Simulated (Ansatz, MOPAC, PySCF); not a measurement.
Barrier height from H + CH4 (SMILES C) to the transition structure CH5, without zero-point energy, on the benchmark's geometries as Psi4's copy of the set gives them.
Transition structure (charge 0, multiplicity 2):
```xyz
6

C      0.00000     0.26481     0.00000
H      1.05343     0.51667     0.00000
H     -0.52663     0.51702     0.91225
H     -0.52663     0.51702    -0.91225
H     -0.00026    -1.11777     0.00000
H      0.00008    -2.02183     0.00000
```
Reactant (charge 0, multiplicity 1):
```xyz
5

C      0.00000     0.00000     0.00000
H      0.00000     1.08745     0.00000
H     -0.51263    -0.36248     0.88790
H     -0.51263    -0.36248    -0.88790
H      1.02525    -0.36248     0.00000
```

```json
[
 {"level": "PM3", "barrier height (kcal/mol)": "-11.22", "minus CCSD(T)/CBS(aug-cc-pVDZ, aug-cc-pVTZ)": "-25.90", "cost": "-"},
 {"level": "PM7", "barrier height (kcal/mol)": "-17.38", "minus CCSD(T)/CBS(aug-cc-pVDZ, aug-cc-pVTZ)": "-32.05", "cost": "-"},
 {"level": "HF/aug-cc-pVDZ", "barrier height (kcal/mol)": "23.48", "minus CCSD(T)/CBS(aug-cc-pVDZ, aug-cc-pVTZ)": "8.80", "cost": "-"},
 {"level": "SVWN5/def2-TZVPPD", "barrier height (kcal/mol)": "4.76", "minus CCSD(T)/CBS(aug-cc-pVDZ, aug-cc-pVTZ)": "-9.92", "cost": "×0.6"},
 {"level": "PBE/def2-TZVPPD", "barrier height (kcal/mol)": "9.26", "minus CCSD(T)/CBS(aug-cc-pVDZ, aug-cc-pVTZ)": "-5.42", "cost": "×1"},
 {"level": "BLYP/def2-TZVPPD", "barrier height (kcal/mol)": "7.60", "minus CCSD(T)/CBS(aug-cc-pVDZ, aug-cc-pVTZ)": "-7.08", "cost": "×1"},
 {"level": "B97M-V/def2-TZVPPD", "barrier height (kcal/mol)": "11.15", "minus CCSD(T)/CBS(aug-cc-pVDZ, aug-cc-pVTZ)": "-3.53", "cost": "×2"},
 {"level": "B3LYP/def2-TZVPPD", "barrier height (kcal/mol)": "9.51", "minus CCSD(T)/CBS(aug-cc-pVDZ, aug-cc-pVTZ)": "-5.17", "cost": "×1"},
 {"level": "PBE0/def2-TZVPPD", "barrier height (kcal/mol)": "11.89", "minus CCSD(T)/CBS(aug-cc-pVDZ, aug-cc-pVTZ)": "-2.79", "cost": "×0.9"},
 {"level": "M06-2X/def2-TZVPPD", "barrier height (kcal/mol)": "15.61", "minus CCSD(T)/CBS(aug-cc-pVDZ, aug-cc-pVTZ)": "0.93", "cost": "-"},
 {"level": "wB97X-V/def2-TZVPPD", "barrier height (kcal/mol)": "14.16", "minus CCSD(T)/CBS(aug-cc-pVDZ, aug-cc-pVTZ)": "-0.52", "cost": "×2"},
 {"level": "wB97M-V/def2-TZVPPD", "barrier height (kcal/mol)": "14.27", "minus CCSD(T)/CBS(aug-cc-pVDZ, aug-cc-pVTZ)": "-0.40", "cost": "×2"},
 {"level": "B2PLYP/def2-TZVPPD", "barrier height (kcal/mol)": "12.79", "minus CCSD(T)/CBS(aug-cc-pVDZ, aug-cc-pVTZ)": "-1.89", "cost": "×1"},
 {"level": "MP2/aug-cc-pVDZ", "barrier height (kcal/mol)": "19.62", "minus CCSD(T)/CBS(aug-cc-pVDZ, aug-cc-pVTZ)": "4.94", "cost": "-"},
 {"level": "MP2/CBS(aug-cc-pVDZ, aug-cc-pVTZ)", "barrier height (kcal/mol)": "19.48", "minus CCSD(T)/CBS(aug-cc-pVDZ, aug-cc-pVTZ)": "4.80", "cost": "-"},
 {"level": "SCS-MP2/aug-cc-pVTZ", "barrier height (kcal/mol)": "18.92", "minus CCSD(T)/CBS(aug-cc-pVDZ, aug-cc-pVTZ)": "4.24", "cost": "-"},
 {"level": "CCSD/cc-pVDZ", "barrier height (kcal/mol)": "16.32", "minus CCSD(T)/CBS(aug-cc-pVDZ, aug-cc-pVTZ)": "1.64", "cost": "-"},
 {"level": "CCSD/aug-cc-pVTZ", "barrier height (kcal/mol)": "15.07", "minus CCSD(T)/CBS(aug-cc-pVDZ, aug-cc-pVTZ)": "0.39", "cost": "-"},
 {"level": "CCSD(T)/cc-pVDZ", "barrier height (kcal/mol)": "16.04", "minus CCSD(T)/CBS(aug-cc-pVDZ, aug-cc-pVTZ)": "1.36", "cost": "×0.8"},
 {"level": "CCSD(T)/CBS(aug-cc-pVDZ, aug-cc-pVTZ)", "barrier height (kcal/mol)": "14.68", "minus CCSD(T)/CBS(aug-cc-pVDZ, aug-cc-pVTZ)": "0.00", "cost": "×20"}
]
```

 The comparison column counts from a level with limits of its own.

The rows run from -17.38 (PM7) to 23.48 kcal/mol (HF/aug-cc-pVDZ). The 10 functionals in def2-TZVPPD without D3 or D4 span 10.85, from SVWN5 to M06-2X.

Open shells are unrestricted; no spin–orbit coupling.

Cores are frozen in the correlated methods. CBS(a, b) extrapolates the correlation energy as X⁻³ and adds the Hartree–Fock energy of set b. The state that PM3, PM7 reach isn't checked; PM7 holds dispersion and hydrogen-bond terms.

The values were computed with Ansatz (a first-principles code) with Gaussian orbitals; MOPAC for PM3, PM7 (differences of heats of formation); PySCF for M06-2X. 

Costs are rough ratios of core time to PBE/def2-TZVPPD (about 3 s over the structures, on one shared machine); a dash marks a level with no comparable run of its own. 

The set's own value is 15.3 kcal/mol (Zhao et al., J. Phys. Chem. A 109, 2012 (2005), HTBH38), an estimate for the real system.
